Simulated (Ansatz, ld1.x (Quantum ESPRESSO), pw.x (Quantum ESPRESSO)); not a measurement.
## Ir (Z = 77): one change to the TM potential, in the atom and in the bcc crystal

- Element: iridium (Ir)
- Generator: ld1.x (Quantum ESPRESSO) 7.5
- Type: norm-conserving Troullier–Martins (Kleinman–Bylander form)
- Functional: PBEsol
- Relativity: scalar-relativistic
- Frozen core: [Xe] 4f14
- Valence charge: 9
- Reference configuration: 5d7 6s2 6p0
- Partial waves: 6s (bound): rc 2.45 bohr; 5d (bound): rc 1.65 bohr; 6p (bound, empty): rc 3.60 bohr
- Local potential: the p channel
- Core correction: Bessel-smoothed model core inside 1.45 bohr

Change: all radii but the core radius scaled by about 0.77 (s 1.88, p 2.76, d 1.26 bohr).

Cutoffs, loose and tight: the cutoffs (Ry, on a coarse ladder) from which the occupation-weighted sum of valence levels, in a spherical-Bessel basis at the reference potential, stays within 10 and 1 mRy of its value at 400 Ry. They do not see the model core or the augmentation charge, which bear on the density cutoff. Test errors are all-electron minus pseudo excitation energies from the reference, over the configurations 5d7 6s1 6p0; 5d7 6s0 6p0; 5d6 6s0 6p0; 5d7 6s1.5 6p0; 5d7 6s1 6p1; 5d7 6s0 6p1; 5d8 6s1 6p0; variants that change the core or the reference have their own tests.

Crystal test: bcc Ir in pw.x 7.5, no spin, 15³ k-points, Fermi–Dirac smearing 0.01 Ry, cutoffs set for each file from its atomic test. The reference is all-electron LAPW (Ansatz 0.2.0) with the same functional, mesh and smearing; V0 and B0 come from Birch–Murnaghan fits to the pressures at five volumes. Errors are pseudo minus all-electron; Δ is the rms difference of the E(V) curves that follow from these fits, minima aligned, over ±6 % about the mean V0. Mesh and smearing are coarse, so the numbers serve the comparison and aren't converged zero-temperature values; the lattice is a test structure that the element need not adopt.

All-electron: a0 = 3.079 Å (V0 = 14.59 Å³/atom), B0 = 339.1 GPa.

Problem. Does the change bring the crystal closer to the all-electron result?

Solution. The mean pressure error goes from +34.28 to +43.61 GPa, so the change moves the solid further from the all-electron pressures. Neither pressure curve crosses zero within the volumes sampled, so no fits are given.

```tsv
quantity	base	changed
outcome (atom)	generated	generated
cutoff, loose (atom)	40 Ry	40 Ry
cutoff, tight (atom)	55 Ry	70 Ry
bound ghosts (atom)	none	none
largest test error (meV) (atom)	-97 over the solved tests; 1 of 7 tests not solved or not reliable	-315
cutoffs in pw.x (Ry)	70/280	85/340
mean pressure error (GPa)	+34.28	+43.61
```

Base: The largest radius (3.60 bohr) exceeds half the bond length (2.52 bohr), so the spheres overlap, which is one possible source of error among others. This is a poor potential for the solid. Atomic configuration tests: 1 of 7 tests not solved or not reliable. Changed file: The largest radius (2.76 bohr) exceeds half the bond length (2.52 bohr), so the spheres overlap, which is one possible source of error among others. This is a poor potential for the solid. The atomic cutoffs weigh occupied waves only.
